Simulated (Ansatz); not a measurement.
# H2O2 (hydrogen peroxide) at 5 levels

We compute a comparison of 5 runs (BHLYP/def2-TZVPP, PBE0/def2-TZVPP, wB97M-V/def2-TZVPP, wB97X/def2-TZVPP, RPA@PBE/def2-TZVPP) of H2O2 (hydrogen peroxide). 

Program for the calculation: Ansatz 0.2.0.

38 further runs of the same task are left out: 38 set aside as unsound or not needed.

### Step 1. The structure to begin with

H2O2: 4 atoms, total charge 0, spin state singlet. As SMILES, `OO`. The O1–H3 distance was set to 1.737 Å, away from the relaxed value. At this shape a bond of the SMILES string is far longer than usual.

Bond lengths: O1–O2 1.426 Å, O2–H4 0.965 Å. Angles: O1–O2–H4 101.1°.

### Step 2. A single-point energy at BHLYP/def2-TZVPP (run 1)

job.yaml reads:

```yaml
crystal:
  periodic: [false, false, false]
  atoms:
    - {symbol: O, position_ang: [-1.025388, -0.152357, -0.318858]}
    - {symbol: O, position_ang: [-0.490288, 1.157143, -0.142558]}
    - {symbol: H, position_ang: [0.186400, -1.117000, 0.467400]}
    - {symbol: H, position_ang: [-0.286488, 1.398543, -1.054358]}
basis:
  gaussian:
    orbitals: def2-TZVPP
hamiltonian:
  xc: {name: BHLYP}
accuracy: high
output: {orbitals: {seedname: orbitals}}
```

On the command line:

```sh
$ ansatz run job.yaml --threads 1 --pin off --max-ram 3480MiB --events-out events.jsonl --progress --plain --runs-dir runs
```

Log:

```text
Warning: RAYON_NUM_THREADS=1 ignored (pool sized by the plan → 1); use --threads N
Functional definition: BHLYP
  name "BHLYP"
  parameter a = 0.5
  exchange = (1 - a)*b88_x + a*exact_x
  correlation = lyp_c
1514 factors; integrals over basis functions are off by at most 3.6e-9 eV
mean field evaluation 1: about -4115.8854 eV, gradient 3.8e1 eV
mean field evaluation 2: about -4110.1443 eV, gradient 6.5e1 eV
mean field evaluation 4: about -4119.3485 eV, gradient 6.3e0 eV
mean field evaluation 8: about -4119.4128 eV, gradient 5.2e-2 eV
mean field evaluation 16: about -4119.4128 eV, gradient 5.7e-6 eV
mean field -4119.41281233 eV, -151.3856286149 hartree, gradient 5.3e-8 eV, S^2 0.000000; 0 other end points of the search recorded, 0 dependent functions left out
reference -4119.41283361 eV, -151.3856293968 hartree; 9, 9 occupied and 81, 81 virtual orbitals, 1514 factors
Total energy: -4119.41283361 eV, -151.3856293968 hartree
```

It took 2.8 s on 1 thread of Arm Neoverse V2, shared host; peak memory 0.18 GiB.

### Step 3. A single-point energy at PBE0/def2-TZVPP (run 2)

run.yaml reads:

```yaml
crystal:
  periodic: [false, false, false]
  atoms:
    - symbol: O
      position_ang: [-1.025388, -0.152357, -0.318858]
    - symbol: O
      position_ang: [-0.490288, 1.157143, -0.142558]
    - symbol: H
      position_ang: [0.186400, -1.117000, 0.467400]
    - symbol: H
      position_ang: [-0.286488, 1.398543, -1.054358]
basis:
  gaussian:
    orbitals: def2-TZVPP
hamiltonian:
  xc: pbe0
accuracy: high
output:
  orbitals: {seedname: orbitals}
```

On the command line:

```sh
$ ansatz run run.yaml --threads 1 --pin off --max-ram 3480MiB --events-out events.jsonl --progress --plain --runs-dir runs
```

Log:

```text
Warning: RAYON_NUM_THREADS=1 ignored (pool sized by the plan → 1); use --threads N
Functional definition: PBE0
  name "PBE0"
  parameter a = 0.25
  parameter kappa = 0.804
  parameter beta = 0.06672455060314922
  exchange = (1 - a)*pbe_x(kappa = kappa, mu = beta*pi^2/3) + a*exact_x
  correlation = pbe_c(beta = beta)
1514 factors; integrals over basis functions are off by at most 3.6e-9 eV
mean field evaluation 1: about -4113.2492 eV, gradient 4.3e1 eV
mean field evaluation 2: about -4097.0305 eV, gradient 8.9e1 eV
mean field evaluation 4: about -4117.6124 eV, gradient 5.7e0 eV
mean field evaluation 8: about -4117.7005 eV, gradient 1.1e-1 eV
mean field evaluation 16: about -4117.7005 eV, gradient 2.7e-5 eV
mean field -4117.70050551 eV, -151.3227024999 hartree, gradient 3.9e-8 eV, S^2 0.000000; 0 other end points of the search recorded, 0 dependent functions left out
reference -4117.70050750 eV, -151.3227025728 hartree; 9, 9 occupied and 81, 81 virtual orbitals, 1514 factors
Total energy: -4117.70050750 eV, -151.3227025728 hartree
```

It took 2.6 s on 1 thread of Arm Neoverse V2, shared host; peak memory 0.18 GiB.

Runs 3 to 4 aren't shown in full; the table further down has their settings and results.

### Step 4. A single-point energy at RPA@PBE/def2-TZVPP (run 5)

molecule.yaml reads:

```yaml
crystal:
  periodic: [false, false, false]
  atoms:
    - {symbol: O, position_ang: [-1.025388, -0.152357, -0.318858]}
    - {symbol: O, position_ang: [-0.490288, 1.157143, -0.142558]}
    - {symbol: H, position_ang: [0.186400, -1.117000, 0.467400]}
    - {symbol: H, position_ang: [-0.286488, 1.398543, -1.054358]}
basis:
  gaussian: {orbitals: def2-TZVPP}
hamiltonian: {xc: {name: PBE}}
accuracy: high
total_charge: 0
magnetization: {spin_polarized: false, initial_magnetization: 0}
correlation: {method: rpa, frozen_orbitals: {H: 0, O: 1}}
```

On the command line:

```sh
$ ansatz run molecule.yaml --threads 1 --pin off --max-ram 3480MiB --events-out events.jsonl --progress --plain --runs-dir runs
```

Log (excerpt; [...] marks lines left out):

```text
Warning: RAYON_NUM_THREADS=1 ignored (pool sized by the plan → 1); use --threads N
Functional definition: PBE
  name "PBE"
[...]
1514 factors; integrals over basis functions are off by at most 3.6e-9 eV
[...]
mean field -4118.50729566 eV, -151.3523514912 hartree, gradient 3.6e-8 eV, S^2 0.000000; 0 other end points of the search recorded, 0 dependent functions left out; unrestricted orbitals would lower it
unrestricted determinant -4101.67600985 eV, -150.7338131460 hartree, S^2 0.8480
2 core orbitals not correlated: weight in the atoms' cores, before any rotation towards them, 1.000 or more for the frozen orbitals, at most 0.000 for the correlated occupied ones
reference -4099.02631833 eV, -150.6364387789 hartree; 7, 7 occupied and 81, 81 virtual orbitals, 1514 factors
Total energy: -4121.41581751 eV, -151.4592376976 hartree
```

Run time: 6 s. Hardware: 1 thread of Arm Neoverse V2, shared host; peak memory 0.28 GiB.

### Step 5. All runs side by side

```tsv
run	level	frozen core orbitals	energy (Eh)	HOMO energy (eV)	LUMO energy (eV)	HOMO–LUMO gap (eV)	wall time
1	BHLYP/def2-TZVPP	–	-151.385629	-9.41	-2.67	6.73	2.8 s
2	PBE0/def2-TZVPP	–	-151.322703	-7.90	-3.56	4.34	2.6 s
3	wB97M-V/def2-TZVPP	–	-151.433643	-10.23	-1.43	8.80	16 s
4	wB97X/def2-TZVPP	–	-151.437360	-10.33	-1.42	8.90	9.6 s
5	RPA@PBE/def2-TZVPP	2	-151.459238	–	–	–	6 s
```

### Step 6. Outcome

| quantity | value |
| --- | --- |
| run 5: total energy | -151.45924 Eh |
| run 5: RPA correlation energy (valence) | -822.8 mEh |

In words: Over runs 1, 2, 3, 4 the HOMO–LUMO gap runs from 4.34 eV (PBE0/def2-TZVPP) to 8.90 eV (wB97X/def2-TZVPP). Totals of different functionals can't be ranked against each other. In run 5 the log says that unrestricted orbitals would lower the reference, so the values rest on an unstable closed-shell determinant (other closed-shell runs at this shape may share the fault). In runs 1, 2, 3, 4, 5 a closed-shell determinant meets a far-stretched bond, which it describes badly. All runs together took 37 s, the longest 16 s.
